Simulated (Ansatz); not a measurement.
`C/N=C/O` → 2 C• + 5 H• + N• + O•  (atomization)

Gas-phase electronic energies from Ansatz, PBE0-D4/def2-TZVP geometries. CBS: MP2 limit from def2 TZ/QZ plus the TZ coupled-cluster correction, frozen cores. This one scheme is used for every species, atoms too. DFT in def2-TZVPP. Open shells (•) are unrestricted, without spin–orbit coupling. Spin–orbit coupling would lower the free atoms: a little for C, O. One conformer a species, not always the lowest.

Q: What is ΔE at CCSD(T)/CBS? (Best estimate.)

A: The calculation gave: +844.8 kcal/mol.

Q: What do these levels give: PBE-D4, BLYP-D4, ωB97M-V, BHLYP, CCSD/def2-SVP, SCS-MP2/def2-QZVPP? (Estimate.)

A: Computed: PBE-D4 875.3, BLYP-D4 854.6, ωB97M-V 849.3, BHLYP 810.5, CCSD/def2-SVP 789.9, SCS-MP2/def2-QZVPP 850.4 kcal/mol.

Largest T1 diagnostic among the species: 0.013.

From r2SCAN to r2SCAN0 (25 % exact exchange), in def2-TZVPP and without D4, ΔE moves by −18.6 kcal/mol: exact exchange takes away binding that semilocal exchange gives to molecules. The D4 term adds +4.4 kcal/mol with B3LYP and +2.3 kcal/mol with PBE0; it sums over pairs of atoms, weighted by their polarisabilities, and B3LYP, whose exchange is more repulsive, gets the larger term.

B3LYP here is the variant with VWN-RPA as its local correlation; programs differ in this.

For atomizations the MP2-based limit and the directly extrapolated one differ by several kJ/mol either way, and by 10 to 25 for some Ge, Se and Sn compounds, so smaller differences from it don't rank the levels.
